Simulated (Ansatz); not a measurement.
# CH4BCl: molecular dynamics

Aim: follow the molecule's vibrations and see whether its bonds hold. The start is relaxed first. Runs: 300 steps of 0.5 fs under a Langevin thermostat, set from 1500 K to 375 K by a schedule. SMILES of the start: CBCl.

Program: Ansatz 0.2.0. Level of theory: RKS revPBE/def2-SVP. These are calculated values, not measurements.

### 1 The starting structure

Bond lengths: B1–C2 1.600 Å, C2–H3 1.110 Å, C2–H4 1.110 Å, C2–H5 1.110 Å, B1–H6 1.190 Å, B1–Cl7 1.860 Å. Angles: B1–C2–H3 109.5°, B1–C2–H4 109.5°, B1–C2–H5 109.5°, H3–C2–H4 109.4°, H3–C2–H5 109.4°, H4–C2–H5 109.4°, C2–B1–H6 120.0°, C2–B1–Cl7 120.0°, H6–B1–Cl7 120.0°.

As a file:

```xyz
7

B     0.0000    0.0000    0.0000
C     0.0000    0.0000    1.6000
H    -0.9996   -0.3092    1.9705
H     0.7676   -0.7111    1.9705
H     0.2320    1.0203    1.9705
H     1.0305    0.0000   -0.5950
Cl   -1.6108    0.0000   -0.9300
```

### 2 Preparing the start

input.yaml reads:

```yaml
crystal:
  periodic: [false, false, false]
  atoms:
    - { symbol: B, position_ang: [0.0, 0.0, 0.0] }
    - { symbol: C, position_ang: [0.0, 0.0, 1.6] }
    - { symbol: H, position_ang: [-0.9996, -0.3092, 1.9705] }
    - { symbol: H, position_ang: [0.7676, -0.7111, 1.9705] }
    - { symbol: H, position_ang: [0.232, 1.0203, 1.9705] }
    - { symbol: H, position_ang: [1.0305, 0.0, -0.595] }
    - { symbol: Cl, position_ang: [-1.6108, 0.0, -0.93] }
basis:
  gaussian: { orbitals: def2-SVP }
hamiltonian:
  xc: revpbe
relax:
  f_tol: 0.02
  max_steps: 40
output:
  orbitals: {}
```

Launch:

```console
$ ansatz run input.yaml --threads 1 --pin off --max-ram 2048MiB --backend cpu --events-out ev --progress --plain --runs-dir out
```

Further steps of the session: The run.

What does the calculation give? Wanted: relaxation of the start; temperature, first and last step; temperature, second half; potential energy, second half; bonds formed or broken.

As calculated:

| quantity | value |
| --- | --- |
| relaxation of the start | 9 moves, 0.140 eV lower |
| length | 300 steps of 0.5 fs |
| temperature, first and last step | 1286 and 691 K |
| temperature, second half | mean 915 K, from 517 to 1522 K |
| potential energy, second half | +81 meV/atom from the start |
| bonds formed or broken | 0 |

What this shows: Under a schedule from 1500 to 375 K over 150 fs, the atoms average 759 K over the last tenth of the run. Such a rate, of order 10^16 K/s, is far beyond any furnace or quench, and the atoms lag the set-point. The bonding pattern survives the run. Averages from a run of 150 fs with 7 atoms are rough. The nuclei move classically, without zero-point motion, which matters most for hydrogen.
